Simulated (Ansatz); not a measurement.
A nudged elastic band was laid between two geometries of BH4N (6 atoms, charge 0, multiplicity 1).

The calculation used RKS B3LYP/def2-TZVP in Ansatz 0.2.0.

```json
{"movable images": "5", "climbing image": "yes", "spring": "5.0 eV/Å²", "optimiser": "quadratic models (default)", "start path": "through a guess of the saddle point", "force threshold": "0.03 eV/Å", "iteration limit": "60", "end points": "relaxed"}
```

Initial state:

```xyz
6
Properties=species:S:1:pos:R:3
B -0.134 -0.681 -0.025
N 0.151 0.677 0.010
H 0.224 -1.371 0.880
H -0.729 -1.124 -0.959
H -0.119 1.318 -0.718
H 0.649 1.118 0.765
```

Final state:

```xyz
6
Properties=species:S:1:pos:R:3
B 0.102 -1.291 0.082
N -0.213 0.334 -0.194
H 0.900 -1.156 1.001
H -1.060 0.438 -0.740
H 0.561 0.630 -0.799
H -0.247 0.980 0.605
```

(1) Which bonds break or form, and what moves?

(2) Give the energies along the band, and the barrier.

(3) What is the geometry of the highest image?

The band took 16 iterations and of the order of 100 core-seconds.

Results:

(1) Bonds broken: B1–H4. Bonds formed: N2–H4.

(2) The run converged. The highest image is number 3 of 0 to 6, 4.90 eV above the first end and 0.41 eV above the last; the last end lies 4.49 eV above the first. Beside the main top the profile has a ripple of under 15 meV (maxima at images 3, 5), which may be a very shallow well or noise. Neighbouring images differ by up to 2.2 eV, so the band resolves the path poorly. A vibrational analysis at the climbing image gives one clearly imaginary mode, 1399i cm⁻¹: a first-order saddle point. The orbitals stay closed-shell, which can raise the energy where a bond breaks towards radicals; this wasn't checked here.

| image | path coordinate (Å) | energy (eV) | B1–H4 (Å) | N2–H4 (Å) |
| --- | --- | --- | --- | --- |
| 0 | 0.00 | 0.00 | 1.19 | 2.23 |
| 1 | 0.55 | 0.51 | 1.18 | 2.03 |
| 2 | 1.09 | 2.66 | 1.23 | 1.65 |
| 3 | 1.64 | 4.90 | 1.52 | 1.16 |
| 4 | 2.15 | 4.50 | 2.07 | 1.03 |
| 5 | 2.66 | 4.50 | 2.18 | 1.02 |
| 6 | 3.17 | 4.49 | 2.24 | 1.01 |

(3) 
```xyz
6
Properties=species:S:1:pos:R:3
B 0.312 -1.032 -0.172
N 0.008 0.460 -0.105
H 0.435 -1.405 0.965
H -0.873 -0.158 -0.541
H 0.175 1.014 -0.936
H -0.015 1.058 0.742
```

Run time: 53 s on 2 threads of Intel(R) Xeon(R) Platinum 8375C CPU @ 2.90GHz (Ice Lake) (shared host), peak memory 0.14 GiB.
